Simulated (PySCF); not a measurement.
Breaking a bond: CH, doublet.

Levels: UMP2 = PySCF with MP2 on UHF/cc-pVTZ, 1 core orbital frozen; ROKS-PBE = restricted open-shell PBE/cc-pVTZ run with PySCF 2.14.0; UKS-BLYP = unrestricted BLYP/cc-pVTZ (PySCF 2.14.0); UCCSD(T) = CCSD(T) on UHF/cc-pVTZ, 1 core orbital frozen (PySCF).

Energies relative to the lowest point of each curve near equilibrium, in eV:

| R / Å | UMP2 | ROKS-PBE | UKS-BLYP |
|---|---|---|---|
| 0.89 | 1.163 | 1.317 | 1.267 |
| 0.95 | 0.540 | 0.660 | 0.629 |
| 1.01 | 0.186 | 0.268 | 0.251 |
| 1.05 | 0.061 | 0.116 | 0.106 |
| 1.09 | 0.003 | 0.031 | 0.027 |
| 1.13 | 0.000 | 0.000 | 0.000 |
| 1.15 | 0.015 | 0.001 | 0.003 |
| 1.20 | 0.092 | 0.042 | 0.048 |
| 1.24 | 0.185 | 0.108 | 0.115 |
| 1.29 | 0.332 | 0.221 | 0.228 |
| 1.38 | 0.654 | 0.481 | 0.487 |
| 1.53 | 1.307 | 0.999 | 0.994 |

Question: What does UCCSD(T) give at the same points?

Answer: 0.89: 1.228; 0.95: 0.591; 1.01: 0.221; 1.05: 0.085; 1.09: 0.015; 1.13: 0.000; 1.15: 0.009; 1.20: 0.069; 1.24: 0.149; 1.29: 0.278; 1.38: 0.564; 1.53: 1.104 (eV).

The scan ran from 0.89 to 4.54 Å; beyond the distances shown one of the unrestricted levels run for this scan, shown here or not, changes its spin distribution in one step. The unrestricted determinant behind UMP2, UCCSD(T) is spin-contaminated at 0.89 to 1.53 Å (<S²> up to 1.2, against 0.75 for a pure doublet).
